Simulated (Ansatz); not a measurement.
**NH₂S+ (triplet): the correlation ladder, cc-pVDZ**

The task here is to estimate one member of a computed series from the others.

The runs use Ansatz 0.2.0, Gaussian basis; cc-pVDZ, core rule «outside noble gas», up to 6 orbitals frozen.

The runs, in order: UHF; CCSD(T) on ROHF; CCSD(T) on UHF; BCCD(T) on ROHF; CISD; CCSDT(Q) on ROHF; CCSDT(Q) on UHF; CASSCF and MRCISD+Q, 12 electrons in 10 orbitals; CASSCF and NEVPT2, 12 electrons in 10 orbitals.

17 further runs of the same task are left out: 6 that didn't finish, 11 set aside as unsound or not needed.

**What is computed**

The geometry is a PBE0/def2-TZVP stationary point (not a proven minimum) of the parent state, kept for this charge and spin.

4 atoms, charge 1, spin multiplicity 3.

Atoms are counted from 1 here; the program's logs count them from 0.

Bond lengths: N1–S2 1.625 Å, N1–H3 1.024 Å, S2–H4 1.348 Å. Angles: S2–N1–H3 104.9°, N1–S2–H4 97.5°.

The first run:

Input file in.yaml:

```yaml
crystal:
  periodic: [false, false, false]
  atoms:
    - {symbol: N, position_ang: [0.000000, -0.187817, 1.099702]}
    - {symbol: S, position_ang: [0.000000, 0.096160, -0.500007]}
    - {symbol: H, position_ang: [0.000000, 0.740397, 1.531227]}
    - {symbol: H, position_ang: [0.000000, -1.189495, -0.906663]}
basis:
  gaussian: {orbitals: cc-pVDZ}
total_charge: 1
magnetization: {spin_polarized: true, initial_magnetization: 2}
hamiltonian: {xc: hf}
output: {orbitals: {seedname: orbitals}}
```

Launch:

```sh
> ansatz run in.yaml --threads 1 --pin off --events-out ev --progress --plain --max-ram 2393MiB
```

Steps of the session up to this table: UHF; CCSD(T) on ROHF; CCSD(T) on UHF; BCCD(T) on ROHF; CISD; CCSDT(Q) on ROHF; CCSDT(Q) on UHF; CASSCF and MRCISD+Q, 12 electrons in 10 orbitals; CASSCF and NEVPT2, 12 electrons in 10 orbitals.

One table of the session follows, with a row left open; its other results are not shown here.

```
          method  from UCCSDT(Q) (meV)
            ROHF               +8492.5
             UHF               +8123.8
            RMP2               +1251.8
            UMP2               +1287.1
            CISD               +1018.5
           RCCSD                +329.1
           UCCSD                +317.8
        RCCSD(T)                 +58.1
        UCCSD(T)                 +58.1
         BCCD(T)                 +55.6
          RCCSDT                 +25.5
          UCCSDT                 +24.2
       RCCSDT(Q)                  +3.1
       UCCSDT(Q)                     0
  CASSCF valence                     ?
  NEVPT2 valence               +1190.8
  MRCISD valence                +472.9
MRCISD+Q valence                 +53.7
```

Q: Estimate the row for CASSCF valence from the others.

As computed: from UCCSDT(Q) (meV): +5951.9. In the column «from UCCSDT(Q) (meV)» it lies between UMP2 (+1287.1) and UHF (+8123.8).

Among the levels timed on like hardware and quicker than the yardstick, those that no quicker one beats, quickest first: BCCD(T) (1.1 s, +55.6 meV); MRCISD+Q valence (3.3 s, +53.7 meV).

Limits of these values: Of the multireference levels listed MRCISD+Q valence comes nearest in total energy (+53.7 meV), which doesn't show that its space is the better one. Restricted and unrestricted rows rest on different reference determinants; where their highest levels disagree by more than a few hundredths of an eV, they describe different states and don't form one ladder.
